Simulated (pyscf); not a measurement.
# Addition across a multiple bond or ene-type step: HN=Ta(NH₂)(NH₂)–NH₂ (SMILES [NH]=[Ta]([NH2])([NH2])[NH2]) + H₂O (SMILES O) -> H₂N–Ta(NH₂)(NH₂)(NH₂)–OH (SMILES [NH2][Ta]([NH2])([NH2])([NH2])[OH])

Gas phase, singlet surface, charge 0. Bonds broken: O13–H14. Bonds formed: N1–H14, Ta2–O13. Single points on ωB97X-D3(BJ)/def2-SVP structures (PySCF, gas phase).

Transition state (Å):

```xyz
15

N      0.4850     1.9209     0.3971
Ta    -0.6557     0.4369     0.2035
N      0.0803    -1.3410    -0.3462
N     -2.4471     0.9862    -0.4521
N     -1.1381    -0.1441     2.0417
H      0.9691     2.5142     1.0613
H      0.7596    -1.4321    -1.0968
H     -0.0782    -2.2269     0.1245
H     -2.7586     1.9419    -0.6070
H     -3.1362     0.3372    -0.8274
H     -2.0325     0.0234     2.4950
H     -0.4863    -0.5453     2.7130
O      0.4193     0.9495    -1.7623
H      0.7162     1.7218    -0.8838
H     -0.0949     1.3576    -2.4679
```

One imaginary mode, 1430i cm⁻¹; descent along it reached the two sides named, in the forms told below.

```
bond     change  reactant side (Å)  saddle  product side
-------  ------  -----------------  ------  ------------
O13–H14  breaks              0.966   1.207           2.7
N1–H14    forms                2.8   1.317         1.016
Ta2–O13   forms              2.448   2.298         1.942
```

Electronic energies relative to the separated reactants (kcal/mol):

| level | barrier | reaction energy | reverse barrier |
|---|---|---|---|
| ωB97X-D3(BJ)/def2-TZVP | 1.3 | -35.7 | 37.0 |
| PBE/def2-TZVP | 1.1 | -29.3 | 30.3 |
| r²SCAN/def2-TZVP | -0.7 | -34.7 | 34.0 |
| B3LYP-D3(BJ)/def2-TZVP | 2.5 | -32.9 | 35.4 |
| PBE0-D3(BJ)/def2-TZVP | 0.9 | -32.7 | 33.7 |
| M06-2X/def2-TZVP | 0.4 | -35.3 | 35.7 |
| ωB97M-D3(BJ)/def2-TZVP | 3.0 | -33.3 | 36.3 |
| HF/def2-TZVP | 14.9 | -33.4 | 48.4 |

With ωB97M-D3(BJ)/def2-TZVP energies and thermal terms (ideal gas, 1 atm, RRHO with modes under 100 cm⁻¹ raised to 100, one conformer, R ln 2 for chiral ones without a mode under 150 cm⁻¹), in kcal/mol:

```json
[
 {"T (K)": "298", "ΔH‡": "1.5", "ΔG‡": "13.0", "ΔH": "-31.7", "ΔG": "-21.4"},
 {"T (K)": "600", "ΔH‡": "1.6", "ΔG‡": "24.6", "ΔH": "-30.9", "ΔG": "-11.3"},
 {"T (K)": "900", "ΔH‡": "2.2", "ΔG‡": "35.9", "ΔH": "-29.8", "ΔG": "-1.7"},
 {"T (K)": "1200", "ΔH‡": "3.1", "ΔG‡": "47.0", "ΔH": "-28.6", "ΔG": "+7.5"}
]
```

On the reactant side the descent ends in an adduct with a O–Ta contact, 10.7 kcal/mol under the separated species and 12.0 kcal/mol under the saddle at ωB97X-D3(BJ)/def2-TZVP. At r²SCAN the saddle lies under the separated reactants, which points to a path from their complex (located at ωB97X-D3(BJ) alone). What is counted as formed (O–Ta) is already present as a longer contact in the reactant adduct; forming that adduct is a step of its own. This is the saddle that the search found; another between the same sides may lie lower. Elements past Kr carry the def2 core potentials, without spin-orbit coupling.
